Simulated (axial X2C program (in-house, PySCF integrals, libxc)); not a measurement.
# Density and ELF of SiS⁺

Calculated with an in-house relativistic program for diatomic molecules. Spin-free means the one-electron spin-free X2C Hamiltonian. Basis: S dyall-av3z [9s8p3d2f], Si dyall-v3z [8s7p2d1f] (cores contracted in-house); Gaussian nuclei, density fitting, unrestricted open shells. Masses: S 31.972 u, Si 27.977 u.

PBE0, spin-free, state M_S = 1/2, Λ = 1 (beyond evenly filled blocks: π+α, π+β, π-α); S at z = 0, Si at z = 2.083 Å.

The maps cover the half plane through the axis: z from -2.4 to 4.2 Å along the bond, ρ from 0.15 to 2.25 Å away from it (steps of 0.3 Å, the bottom row nearest the axis).

log10 of the density in e/bohr³:

digits 0 to 9 span -5.21 to 1.22 evenly
```
00112222232222222222110
01122333333333333332221
01223344444444444433322
12234445555544455444332
12344556665555555554432
22345566666666666655433
23345667776666776665443
23445678987666898665543
```

Electron localisation function (collinear form, no current term, damped to 0 at low density):

digits 0 to 9 span 0.00 to 1.00 evenly
```
00000000000000000000000
00000012221100012332000
00001344443211246887400
00014566665432368999850
00146788877654479999983
00257898778764114999996
01368981117871151399998
01478945754870858099999
```

Axial spin density in 10⁻³ e/bohr³:

digits 0 to 9 span -2.48 to 2.48 evenly, values beyond are clipped
```
55555555555555555555555
55555555555555555544455
55555567887665555544445
55555699999976655444444
55555899999998765444444
54455999999999865444444
44444699999986654334444
44442003947212495333444
```

The state is one determinant whose occupation by symmetry is held fixed; it was picked as the lowest of a PBE0 search that is not exhaustive. PBE0 can misorder states that lie within some tenths of an eV, so this need not be the ground state of the molecule. The nearest other spin-free determinant of the search, M_S = 1/2, Λ = 0, lies 0.33 eV up at the distance of the search. Without a current term, density functionals place determinants with orbital angular momentum somewhat too high.
